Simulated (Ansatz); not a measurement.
Run this with Ansatz's Python interface and show what comes out.

`pa_n2.py`
```python
import ansatz as az
from ase import Atoms
import numpy as np


def main() -> None:
    atoms = Atoms(["N", "N"], positions=[
        (0.0, 0.0, 0.0),
        (0.0, 0.0, 1.31),
    ])
    molecule = az.Crystal.molecule_from_ase(atoms)

    base = (
        molecule.calculation()
        .basis(gaussian="def2-SVP")
        .functional("pbe0", dispersion="d4")
    )
    symbols = [site.symbol for site in molecule.cartesian_sites]
    start = np.array([site.position_ang for site in molecule.cartesian_sites], dtype=float)
    report = base.relax(force_tolerance=0.01, max_steps=100).run().report
    end = np.array(report["positions_ang"])

    away = sum((end[0] - end[j]) / np.linalg.norm(end[0] - end[j]) for j in [1]) + np.array([0.15, 0.1, -0.2])
    proton = end[0] + 1.0 * away / np.linalg.norm(away)
    acid = az.Crystal.molecule()
    for symbol, place in zip(symbols, end):
        acid = acid.atom(symbol, place.tolist())
    acid = acid.atom("H", proton.tolist())
    protonated = (
        acid.calculation()
        .basis(gaussian="def2-SVP")
        .functional("pbe0", dispersion="d4")
        .charge(1)
        .relax(force_tolerance=0.01, max_steps=80)
    )
    after = protonated.run().report
    xyz = np.array(after["positions_ang"])
    reach = np.linalg.norm(xyz[:-1] - xyz[-1], axis=1)
    print(f"base {report['free_energy_ev']:.5f} eV, protonated {after['free_energy_ev']:.5f} eV")
    print(f"the proton ends {reach.min():.3f} A from {symbols[reach.argmin()]}{reach.argmin()}")
    print(f"electronic proton affinity {(report['free_energy_ev'] - after['free_energy_ev']):.3f} eV")


if __name__ == "__main__":
    main()
```

```console
$ python pa_n2.py
base -2974.62439 eV, protonated -2980.03109 eV
the proton ends 1.044 A from N0
electronic proton affinity 5.407 eV
```

What to keep in mind:
- Total energies depend on the basis set; only differences at equal settings carry meaning.
- The proton is put on one chosen atom, which needn't be the most basic site, so the molecule's proton affinity can be higher; the ends are stationary points, not checked by frequencies, and zero-point and thermal terms count only where printed.
- The spin state was assumed, and another may lie lower.
- Finished in 2.6 s on 1 thread of AMD EPYC 9B14 (Zen 4), with other jobs on the host, peak memory 0.17 GiB.
